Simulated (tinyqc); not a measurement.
Pariser-Parr-Pople SCF with singles CI, for the molecule c1ccoc1 (SMILES; centres numbered as the heavy atoms are written), step by step. One step of it, computed by the program tinyqc.

Question. Iteration 2: orbitals and new P. Diagonalise F (the basis is taken as orthonormal) and form P = 2 sum c c over the lowest orbitals.

F (eV):
```
           1C         2C         3C          4O         5C
1C  -5.343975  -4.746462   0.210892    0.781859  -5.149557
2C  -4.746462  -5.343894  -5.150414    0.781465   0.210944
3C   0.210892  -5.150414  -6.813262   -4.434692   1.160595
4O   0.781859   0.781465  -4.434692  -12.520830  -4.435027
5C  -5.149557   0.210944   1.160595   -4.435027  -6.814006
```

pi electrons, sum of z_r less the charge = 6

Give: orbital energies; P after iteration 2.

Answer.

orbital energies (eV): -16.722  -11.863  -10.793  0.320  2.221

P after iteration 2:
```
        1C      2C      3C      4O      5C
1C   1.037   0.603  -0.073  -0.256   0.751
2C   0.603   1.037   0.751  -0.256  -0.073
3C  -0.073   0.751   1.145   0.482  -0.421
4O  -0.256  -0.256   0.482   1.636   0.482
5C   0.751  -0.073  -0.421   0.482   1.145
```
